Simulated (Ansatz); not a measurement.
Species: C2H7N, SMILES `CCN` (C–C–N–H torsion 59°) (charge 0, multiplicity 1).

Give a relaxed geometry from Ansatz (an electronic-structure program) with PBE0-D3(BJ)/def2-TZVP.

Several could match; the one computed here: the end point of this relaxation, one of several conformers (outside a Z-matrix the atoms follow the SMILES, hydrogens last).
Cartesian coordinates (Å) in one orientation:
```xyz
10

C      0.989     0.163     0.380
C     -0.152    -0.530    -0.348
N     -1.430     0.162    -0.322
H      0.751     0.299     1.440
H      1.183     1.152    -0.048
H      1.915    -0.416     0.317
H      0.122    -0.686    -1.396
H     -0.304    -1.528     0.074
H     -1.735     0.301     0.634
H     -1.339     1.084    -0.732
```
